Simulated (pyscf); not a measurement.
Cl–GeH₂–Cl → Cl–Ge:–Cl [singlet] + hydrogen (H₂), a 1,1-elimination (singlet surface; Ge–H, Ge–H broken, H–H formed). Structures and frequencies: ωB97X-D3(BJ)/def2-SVP in PySCF. Energies in kJ/mol from the reactant's lowest minimum found.

Small-basis levels: PySCF, no dispersion term, spherical d functions. AM1 to PM7: differences of heats of formation from MOPAC, which are fitted to 298 K values and so differ in kind from electronic energies by zero-point and thermal terms. GFN2-xTB: tblite. Cost: rough CPU time at the saddle relative to B3LYP/6-31G*+LANL2DZ, from one job on a shared machine.

```tsv
level	barrier	reaction energy	cost
MP2/6-31G*+LANL2DZ	332.0	+45.4	0.2
SVWN5/6-31G*+LANL2DZ	262.8	+66.6	1
B3LYP/STO-3G	377.7	+188.8	1
B3LYP/3-21G	293.8	+38.2	1.0
GFN2-xTB	220.0	-26.5	under 0.02
AM1	193.0	+75.6	under 0.02
PM3	146.0	+105.0	under 0.02
PM6	196.3	-86.7	under 0.02
PM7	173.2	-153.2	under 0.02
ωB97M-D3(BJ)/def2-TZVP	289.6	+55.9	–
```

Against the last row the barrier runs from -143.6 (PM3) to +88.1 kJ/mol (B3LYP/STO-3G). ωB97M-D3(BJ)/def2-TZVP has limits of its own. The same reactants have a lower exit, to HCl + Cl–GeH: [singlet] (barrier +236.5 kJ/mol at ωB97M-D3(BJ)/def2-TZVP, against +289.6 kJ/mol here). One saddle was located; it need not be the lowest between these sides. In the def2 sets elements up to Kr have no core potential.
